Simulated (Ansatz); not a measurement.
A basis-limit estimate, worked out

The pair of HCl (SMILES Cl, atoms 1–2) and Cl2 (SMILES ClCl, atoms 3–4), both closed shells, in one local arrangement (a lower one may exist), relaxed at PBE0-D4/def2-TZVP:

| atom | x (Å) | y (Å) | z (Å) |
| --- | --- | --- | --- |
| Cl1 | 0.1614 | 0.4911 | -2.1977 |
| H2 | -0.0012 | -0.1329 | -1.0886 |
| Cl3 | -0.2625 | -1.0711 | 1.2515 |
| Cl4 | 0.1022 | 0.7130 | 2.0347 |

Both fragments are computed in the basis of the whole pair.

Ansatz 0.2.0; basis: def2-TZVPPD and def2-QZVPPD; cores frozen in the correlated methods.

Energies in eV:

| quantity | pair | first fragment | second fragment |
| --- | --- | --- | --- |
| Hartree–Fock, triple zeta (X = 3) | -37526.77235 | -12519.95554 | -25006.84726 |
| Hartree–Fock, quadruple zeta (X = 4) | -37527.79566 | -12520.29170 | -25007.53240 |
| MP2 correlation, X = 3 | -16.08076 | -5.58852 | -10.40458 |
| MP2 correlation, X = 4 | -17.62541 | -6.09634 | -11.43236 |
| CCSD(T) correlation, X = 3 | -18.25483 | -6.37226 | -11.80994 |

(1) Work out the interaction energy at the basis limit: extrapolate Hartree–Fock as E(X) = E∞ + A exp(−7.88 √X) and the MP2 correlation as E(X) = E∞ + B X^−2.97 (the exponents that Neese and Valeev fitted for def2-TZVPP and QZVPP, reused here for the diffuse sets), then add CCSD(T) − MP2 in triple zeta.

The T1 diagnostic stays at or below 0.009.

Results:

(1) Each step is linear, so take the differences first (pair − first fragment − second fragment): Hartree–Fock 0.03045 (X = 3) and 0.02844 (X = 4); MP2 correlation -0.08766 and -0.09671; CCSD(T) correlation -0.07263.
Two points give E∞ = E(4) + w [E(4) − E(3)], with w = 1/(exp(7.88 (2 − √3)) − 1) = 0.1377 for Hartree–Fock and w = 1/((4/3)^2.97 − 1) = 0.7407 for the correlation.
Hartree–Fock: 0.02844 + 0.1377 × (-0.00201) = 0.0282 eV.
MP2 correlation: -0.09671 + 0.7407 × (-0.00905) = -0.1034 eV.
CCSD(T) − MP2: -0.07263 − (-0.08766) = 0.0150 eV.
Sum: 0.0282 + (-0.1034) + 0.0150 = -0.0602 eV, or -1.39 kcal/mol. Plain CCSD(T) in triple zeta gives -0.0422 eV, so the larger basis shifts the result by -0.0180 eV.

For scale, one of the runs: CCSD(T)/def2-TZVPPD, 170 basis functions, launched by `ansatz run in.yaml --threads 2 --pin off --events-out ev --progress --plain --max-ram 5222MiB`. Time: 30 s of wall clock on 2 CPU threads of an Arm Neoverse V1; the host was shared. Peak host memory: 1.3 GiB.
